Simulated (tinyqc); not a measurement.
Inside a calculation. Method: Hueckel theory of the pi electrons, for the molecule c1ccoc1 (SMILES; centres numbered as the heavy atoms are written). Computed by tinyqc, a small Python program that keeps every step. Settings: charge = 0. Command: `OMP_NUM_THREADS=1 python tinyqc.py 24251 24252 out.jsonl` (the two numbers bound the seeds that draw the settings). One thread of a shared host (Intel(R) Xeon(R) Processor @ 2.60GHz), about 0.01 s of CPU time with the checks.

## The Hueckel matrix

Centres:
```
centre  z_r, pi electrons of the neutral centre        h
1C                                            1  0.00000
2C                                            1  0.00000
3C                                            1  0.00000
4O                                            2  2.00000
5C                                            1  0.00000
```

Bonds:
```
i  j        k
1  2        1
2  3        1
3  4  0.80000
4  5  0.80000
5  1        1
```

H_rr = alpha + h_r beta, H_rs = k_rs beta for bonded centres.

Hueckel matrix in units of beta (H = alpha + beta A), lower triangle:
```
         1C       2C       3C       4O       5C
1C  0.00000
2C  1.00000  0.00000
3C  0.00000  1.00000  0.00000
4O  0.00000  0.00000  0.80000  2.00000
5C  1.00000  0.00000  0.00000  0.80000  0.00000
```

## Orbitals

pi electrons, sum of z_r less the charge = 6

Diagonalise; E = alpha + x beta with beta < 0, so the largest x are filled first; degenerate levels share their electrons. P = sum n_i c_ri c_si; each orbital has its largest coefficient positive (the first on a tie).

x values: 2.63333  1.31435  0.61803  -0.94767  -1.61803

occupations: 2.00000  2.00000  2.00000  0.00000  0.00000

coefficients:
```
        MO1       MO2       MO3       MO4       MO5
1C  0.20260   0.60459  -0.37175  -0.30564   0.60150
2C  0.20260   0.60459   0.37175  -0.30564  -0.60150
3C  0.33091   0.19005   0.60150   0.59530   0.37175
4O  0.83600  -0.44350   0.00000  -0.32313   0.00000
5C  0.33091   0.19005  -0.60150   0.59530  -0.37175
```

charge and bond-order matrix P, lower triangle:
```
          1C        2C        3C       4O       5C
1C   1.08956
2C   0.53677   1.08956
3C  -0.08332   0.81111   1.01485
4O  -0.19752  -0.19752   0.38471  1.79118
5C   0.81111  -0.08332  -0.43236  0.38471  1.01485
```

## Energy, charges, bond orders

E = sum n x; q_r = z_r - P_rr; bond order p = P_rs; free valence = sqrt(3) - sum of p over the bonds of the atom.

pi energy = 6 alpha + this times beta = 9.13142

pi charges: 1C -0.08956, 2C -0.08956, 3C -0.01485, 4O 0.20882, 5C -0.01485

Bond orders and lengths from R = 1.517 - 0.180 p (angstrom, C-C alone):
```
bond        p        R
1-2   0.53677  1.42038
2-3   0.81111  1.37100
3-4   0.38471        -
4-5   0.38471        -
5-1   0.81111  1.37100
```

free valence of the carbons: 1C 0.38417, 2C 0.38417, 3C 0.53623, 5C 0.53623

gap between the highest filled and the next level = 1.56571 |beta|
